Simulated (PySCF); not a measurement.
Consider ethanamine, `CCN` (C2H7N). Numbering: `[CH3:1][CH2:2][NH2:3]`

Level of theory: ωB97X-D3(BJ)/ma-def2-TZVP single points in PySCF, grid level 2; every species was optimised with PBE0-D3(BJ)/ma-def2-SVP. The prefix ma- adds one diffuse s and one diffuse p function on all atoms but H. Thermal corrections: PBE0-D3(BJ)/ma-def2-SVP frequencies, unscaled, ideal gas at 298.15 K and 1 bar, quasi-RRHO entropy.

(1) Rank these of its positions by gas-phase deprotonation enthalpy, most acidic first.
A. N3 (amine nitrogen)
B. C2 (methylene carbon)
C. C1 (methyl carbon)

(2) For C2 (methylene carbon), what are ΔE (electronic) and ΔG(298 K) of the loss of the proton?

(3) Of those listed, which site of deprotonation is favoured in diethyl ether (IEF-PCM), and by how much?

Answers

(1) A (1683 kJ/mol), C (1735 kJ/mol), B (1771 kJ/mol).

(2) ΔE = 1808 and ΔG = 1737 kJ/mol, beside ΔH = 1771 kJ/mol. The product is `C[CH-]N`.

(3) N3 (amine nitrogen), by 64 kJ/mol over C1 (methyl carbon); the gas phase favours the same one.

Known limits: `C[CH-]N` holds its electron weakly or not at all, so its value hangs on the basis.
